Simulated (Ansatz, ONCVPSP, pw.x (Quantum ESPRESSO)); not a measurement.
**What a changed setting does to a pw.x run (fcc W)**

Potential: optimised norm-conserving Vanderbilt (ONCV), ONCVPSP 4.0.1.1 (patched build), PBEsol; core [Kr] 4d10 4f14, reference 5s2 5p6 5d4.5 6s1.5; waves: 5s+6s: rc 1.90 bohr, ncon 4, nbas 7, qcut 5.9 1/bohr, 2 projectors; 5p: rc 1.66 bohr, ncon 4, nbas 7, qcut 8.8 1/bohr, 2 projectors, debl 0.6 Ha; 5d: rc 2.05 bohr, ncon 5, nbas 10, qcut 7.5 1/bohr, 2 projectors, debl 1.9 Ha; local part: polynomial inside 1.10 bohr (lpopt 4, dvloc0 2 Ha); core correction: Teter function fitted to the true core (icmod 2), fcfact 0.65. In the p channel the program set the typed energies aside and used -1.554, 0.250 Ha.

The reference run (k-mesh 14³, cutoffs 70/280 Ry, Fermi–Dirac 0.01 Ry, mixing_beta 0.4, conv_thr 1e-9, no spin) gives -3.22 GPa at 15.995 Å³/atom, where all-electron LAPW gives 0.14 GPa. This run, with its own iteration cap, changes mixing_mode to TF.

```
&control
  calculation='scf', prefix='x', pseudo_dir='./', outdir='./tmp', tstress=.true., disk_io='none'
/
&system
  ibrav=0, nat=1, ntyp=1, ecutwfc=70, ecutrho=280, nbnd=15,
  occupations='smearing', smearing='fd', degauss=0.01
/
&electrons
  conv_thr=1e-09, mixing_beta=0.4, electron_maxstep=70, mixing_mode='TF'
/
ATOMIC_SPECIES
W 1.0 W.UPF
CELL_PARAMETERS angstrom
  0.00000000 1.99979164 1.99979164
  1.99979164 0.00000000 1.99979164
  1.99979164 1.99979164 0.00000000
ATOMIC_POSITIONS crystal
W 0.0000 0.0000 0.0000
K_POINTS automatic
14 14 14 0 0 0
```

```bash
pw.x < W.scf.in > W.scf.out
```

How does the run end?

It converges in 8 iterations; the free energy moves by +0.0 meV/atom and the pressure by +0.01 GPa. The result is that of the reference run.

```
Message from routine setup:
     using ibrav=0 with symmetry is DISCOURAGED, use correct ibrav instead
     lattice parameter (alat)  =       5.3444  a.u.
     unit-cell volume          =     107.9396 (a.u.)^3
     number of electrons       =        14.00
     number of Kohn-Sham states=           15
     kinetic-energy cutoff     =      70.0000  Ry
     charge density cutoff     =     280.0000  Ry
     scf convergence threshold =      1.0E-09
     Exchange-correlation= PBESOL
     number of k points=   104  Fermi-Dirac smearing, width (Ry)=  0.0100
     iteration #  1     ecut=    70.00 Ry     beta= 0.40
     total energy              =    -163.53362731 Ry
     estimated scf accuracy    <       0.06980657 Ry
     iteration #  2     ecut=    70.00 Ry     beta= 0.40
     total energy              =    -163.51846473 Ry
     estimated scf accuracy    <       0.03013574 Ry
     iteration #  3     ecut=    70.00 Ry     beta= 0.40
     total energy              =    -163.52347307 Ry
     estimated scf accuracy    <       0.00016888 Ry
     iteration #  4     ecut=    70.00 Ry     beta= 0.40
     total energy              =    -163.52348272 Ry
     estimated scf accuracy    <       0.00005646 Ry
     iteration #  5     ecut=    70.00 Ry     beta= 0.40
     total energy              =    -163.52349612 Ry
     estimated scf accuracy    <       0.00000112 Ry
     iteration #  6     ecut=    70.00 Ry     beta= 0.40
     total energy              =    -163.52349626 Ry
     estimated scf accuracy    <       0.00000002 Ry
     iteration #  7     ecut=    70.00 Ry     beta= 0.40
     total energy              =    -163.52349626 Ry
     estimated scf accuracy    <          3.6E-09 Ry
     iteration #  8     ecut=    70.00 Ry     beta= 0.40
     the Fermi energy is    21.5527 ev
!    total energy              =    -163.52349626 Ry
     estimated scf accuracy    <          5.2E-10 Ry
     smearing contrib. (-TS)   =      -0.00512938 Ry
     The total energy is F=E-TS. E is the sum of the following terms:
     one-electron contribution =     -16.21116324 Ry
     hartree contribution      =      16.59705269 Ry
     xc contribution           =     -45.00784800 Ry
     ewald contribution        =    -118.89640834 Ry
     convergence has been achieved in   8 iterations
          total   stress  (Ry/bohr**3)                   (kbar)     P=      -32.06
     Message from routine punch:
     Nothing written, as per user request (disk_io='none')
```

The run took about 23 s on one core of a shared host (Neoverse-V1, 32 threads, 247 GiB, load 30).
